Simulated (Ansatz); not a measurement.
Eight cases of bond dissociation energy with Al to Br (electronic energies, kJ/mol), geometries: B3LYP-D3(BJ)/def2-TZVP. Functionals by Ansatz (a program for electronic structure) in def2-TZVPD; columns hold the difference against the high level (Ansatz, AFQMC by cisd_afqmc): A = CCSD(T)/CBS(cc-pV(T+d)Z,cc-pV(Q+d)Z) + [CCSDT(Q) - CCSD(T)]/cc-pV(D+d)Z + core + X2C; B = CCSD(T)/CBS(cc-pVTZ,cc-pVQZ) + [CCSDT(Q) - CCSD(T)]/cc-pVTZ. The cases were drawn at random from those of this class that have a high level and all functionals, leaving out states under which another spin lies or may lie. Left out are anions, K, Ca, elements past Kr, ionisation of Li, Na and Mg, pi-pi* triplets of linear molecules and other triplets made from a closed-shell parent. Runs that doubt their state, and full CI more than 15 mEh from coupled cluster, are set aside; a case stays where another high level and all functionals remain. AFQMC serves as high level only in triple zeta or larger, with a steady walk, a bar under 0.8 kcal/mol and agreement with other high levels or trials where they ran; where none ran, an unstable determinant or (outside 3d species) a high T1 diagnostic also bars it, so strongly correlated cases are thinned. No case was kept or dropped by the size of a functional's miss. Each difference is the functional minus the high level; affinities count positive where energy is released, gaps as the second state minus the first. UHF or UKS for unpaired electrons; spin-orbit terms are left out. Correlated methods leave the cores frozen (noble-gas shells, and filled d and f shells in the p block). Rows without X2C or -DK are non-relativistic. CBS(X,Y): correlation extrapolated as X^-3, Hartree-Fock from the larger set. A bracket is a step between two methods taken in the basis named. The functionals are non-relativistic, so their misses hold any scalar relativity. 'core' is core correlation in cc-pwCVTZ (1s frozen past Ne), 'X2C' scalar relativity in cc-pVTZ-DK, both at CCSD(T). Where a partner has so few electrons that a lower coupled-cluster level is exact, that level stands in. The UHF reference of C2H3Si (C#C[SiH2], doublet) is spin-contaminated (<S^2> up to 0.10 over the pure value in the sets run).

```
case                                                                                                                     level  value
-----------------------------------------------------------------------------------------------------------------------  -----  -----
Si2H4F2 (difluoro(silyl)silane, SMILES [SiH](F)([SiH3])F) → Si2H4F (SMILES F[SiH][SiH3], doublet) + F (doublet)              A  665.1
C2H4Si (ethynylsilane, SMILES C#C[SiH3]) → C2H3Si (SMILES C#C[SiH2], doublet) + H (doublet)                                  A  401.6
SiNH4F (SMILES F[SiH2]N) → SiH2F (SMILES F[SiH2], doublet) + NH2 (SMILES [NH2], doublet)                                     A  498.1
CH4BCl (SMILES CBCl) → CH3BCl (SMILES B(Cl)[CH2], doublet) + H (doublet)                                                     A  428.6
Si2H4F2 (fluoro(fluorosilyl)silane, SMILES F[SiH2][SiH2]F) → Si2H4F (SMILES [SiH2]([SiH2])F, doublet) + F (doublet)          A  621.5
BGeH5 (SMILES [BH2][GeH3]) → BGeH4 (SMILES [BH][GeH3], doublet) + H (doublet)                                                B  448.3
CH5ClOSi (chlorosilylmethanol, SMILES Cl[SiH2]CO) → HO (SMILES [OH], doublet) + CH4ClSi (SMILES Cl[SiH2][CH2], doublet)      A  381.1
SiNH4F (SMILES N[SiH2]F) → SiNH4 (SMILES [SiH2]N, doublet) + F (doublet)                                                     A  677.3
```

### Question
Predict the difference of PBE, B3LYP, CAM-B3LYP for each case and sum up.

### Answer

```json
[
 {"case": "Si2H4F2 (difluoro(silyl)silane, SMILES [SiH](F)([SiH3])F) → Si2H4F (SMILES F[SiH][SiH3], doublet) + F (doublet)", "PBE": "-24.1", "B3LYP": "-31.7", "CAM-B3LYP": "-16.1"},
 {"case": "C2H4Si (ethynylsilane, SMILES C#C[SiH3]) → C2H3Si (SMILES C#C[SiH2], doublet) + H (doublet)", "PBE": "-30.8", "B3LYP": "-11.3", "CAM-B3LYP": "-6.0"},
 {"case": "SiNH4F (SMILES F[SiH2]N) → SiH2F (SMILES F[SiH2], doublet) + NH2 (SMILES [NH2], doublet)", "PBE": "-31.7", "B3LYP": "-36.9", "CAM-B3LYP": "-21.6"},
 {"case": "CH4BCl (SMILES CBCl) → CH3BCl (SMILES B(Cl)[CH2], doublet) + H (doublet)", "PBE": "-17.2", "B3LYP": "-13.8", "CAM-B3LYP": "-9.9"},
 {"case": "Si2H4F2 (fluoro(fluorosilyl)silane, SMILES F[SiH2][SiH2]F) → Si2H4F (SMILES [SiH2]([SiH2])F, doublet) + F (doublet)", "PBE": "-15.9", "B3LYP": "-23.0", "CAM-B3LYP": "-9.3"},
 {"case": "BGeH5 (SMILES [BH2][GeH3]) → BGeH4 (SMILES [BH][GeH3], doublet) + H (doublet)", "PBE": "-17.5", "B3LYP": "-2.9", "CAM-B3LYP": "-0.7"},
 {"case": "CH5ClOSi (chlorosilylmethanol, SMILES Cl[SiH2]CO) → HO (SMILES [OH], doublet) + CH4ClSi (SMILES Cl[SiH2][CH2], doublet)", "PBE": "4.5", "B3LYP": "-26.9", "CAM-B3LYP": "-16.4"},
 {"case": "SiNH4F (SMILES N[SiH2]F) → SiNH4 (SMILES [SiH2]N, doublet) + F (doublet)", "PBE": "-26.0", "B3LYP": "-32.3", "CAM-B3LYP": "-16.1"}
]
```
PBE: mean -19.8, mean absolute 21.0, median absolute 20.8, largest -31.7; B3LYP: mean -22.4, mean absolute 22.4, median absolute 25.0, largest -36.9; CAM-B3LYP: mean -12.0, mean absolute 12.0, median absolute 13.0, largest -21.6 kJ/mol. PBE lies above in 1 and below in 7 of the eight.
